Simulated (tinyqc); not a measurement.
Worked calculation: UHF in the sto-3g basis, for H3O+, spin multiplicity 1. One step of it, computed by the program tinyqc.

Task: Iteration 2: DIIS coefficients. Solve [B -1; -1 0][c; lambda] = [0; -1] for the coefficients, which sum to one.

B (overlaps of the stored error matrices):
```
[[9.3995842e-01, 4.0034391e-02],
 [4.0034391e-02, 8.0874346e-02]]
```

Give: DIIS coefficients.

Result:

DIIS coefficients: [0.0434, 0.9566]
